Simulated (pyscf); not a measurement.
# Four-centre exchange: `[CH3][SiH]([Cl])[Cl]` + `[H][H]` → `[CH3][SiH2][Cl]` + `[ClH]`

Gas phase, singlet surface, charge 0. Bonds broken: Si2–Cl3, H9–H10. Bonds formed: Si2–H9, Cl3–H10. PySCF, gas phase, ωB97X-D3(BJ)/def2-SVP geometries.

Transition state (Å):

```xyz
10

C      0.3261     0.7923    -0.7342
Si    -1.4617     0.3064    -0.6817
Cl    -0.7892    -1.9528     0.0760
Cl    -2.4711     2.1573    -0.5564
H      0.9067     0.0323    -1.2754
H      0.7104     0.8329     0.2971
H      0.4387     1.7849    -1.1937
H     -2.2428    -0.3731    -1.7248
H     -2.1059     0.1178     0.8830
H     -1.7002    -0.6852     0.8070
```

One imaginary mode, 802i cm⁻¹; descent along it reached the two sides named.

```csv
bond,change,reactant side (Å),saddle,product side
Si2–Cl3,breaks,2.059,2.476,3.5
H9–H10,breaks,0.760,0.903,2.7
Si2–H9,forms,3.5,1.702,1.489
Cl3–H10,forms,3.8,1.724,1.284
```

Electronic energies relative to the separated reactants (kcal/mol):

```
level                   barrier  reaction energy  reverse barrier
----------------------  -------  ---------------  ---------------
ωB97X-D3(BJ)/def2-TZVP     52.2            +22.4             29.8
PBE/def2-TZVP              44.4            +19.8             24.6
r²SCAN/def2-TZVP           47.8            +21.7             26.1
B3LYP-D3(BJ)/def2-TZVP     50.0            +20.6             29.4
PBE0-D3(BJ)/def2-TZVP      46.9            +20.4             26.4
M06-2X/def2-TZVP           51.9            +22.1             29.8
ωB97M-D3(BJ)/def2-TZVP     51.0            +20.2             30.8
HF/def2-TZVP               66.2            +16.4             49.8
```

With ωB97M-D3(BJ)/def2-TZVP energies and thermal terms (ideal gas, 1 atm, RRHO with modes under 100 cm⁻¹ raised to 100, one conformer, R ln 2 for chiral ones without a mode under 150 cm⁻¹), in kcal/mol:

| T (K) | ΔH‡ | ΔG‡ | ΔH | ΔG |
|---|---|---|---|---|
| 298 | 52.2 | 60.6 | +21.6 | +19.8 |
| 600 | 51.3 | 69.6 | +20.7 | +18.3 |
| 900 | 51.1 | 78.7 | +20.2 | +17.3 |
| 1200 | 51.2 | 88.0 | +20.0 | +16.3 |

This is the saddle that the search found; another between the same sides may lie lower.
